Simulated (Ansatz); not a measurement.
An input meant for the cluster BO₂H (charge 0, singlet; atoms displaced at random, 0.15 Å in each coordinate).

```yaml
crystal:
  periodic: [false, false, false]
  atoms:
    - {symbol: B, position_ang: [-0.360634, 0.248554, 0.263565]}
    - {symbol: O, position_ang: [0.880018, -0.270183, 0.251208]}
    - {symbol: O, position_ang: [-1.578237, 0.616145, 0.299478]}
    - {symbol: H, position_ang: [0.939653, -1.125572, -0.410553]}
basis:
  gaussian: {orbitals: cc-pVTZ-DK}
magnetization: {spin_polarized: true, initial_magnetization: 1}
hamiltonian: {xc: {name: HF}}
correlation: {method: ccsd_t}
scf: {omitted_lower_state_checks: [starts]}
```

```sh
$ ansatz run in.yaml --threads 4 --pin off --events-out ev --progress --plain --max-ram 3916MiB
```

Shortened log:

```
Error: a molecule whose nuclei and cores have a total charge of 22 cannot have a net charge of 0 together with 1 unpaired electrons
```

Q: Something in this input is off. What?

A: The number of unpaired electrons doesn't fit the electron count. The program refused the input.
